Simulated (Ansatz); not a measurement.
# C (model structure, started from the beta-Sn type, Fd-3m, No. 227, 2 atoms in the cell)

Computed with r²SCAN (Ansatz, a program for electronic structure, plane waves, PAW).

Numerical settings: plane-wave cutoff 500 eV, 22×22×22 k mesh, Fermi–Dirac smearing 0.05 eV, scalar-relativistic PAW data made under PBE.

Cell (relaxed at this level):

```
C
1.0
   -1.25875     1.25875     1.78015
    1.25875    -1.25875     1.78015
    1.25875     1.25875    -1.78015
C
2
Direct
  0.75000   0.25000   0.50000
  0.00000   0.00000   0.00000
```

```
Item                           Result
--------  ---------------------------
band gap  4.36 eV (on the SCF k mesh)
```

Static lattice: no zero-point or thermal effects.

It cost very roughly 7 core-minutes of CPU time.

A model structure was made by putting elements into a prototype or built by hand; here it ended with the formula and space group of a phase in our tables.
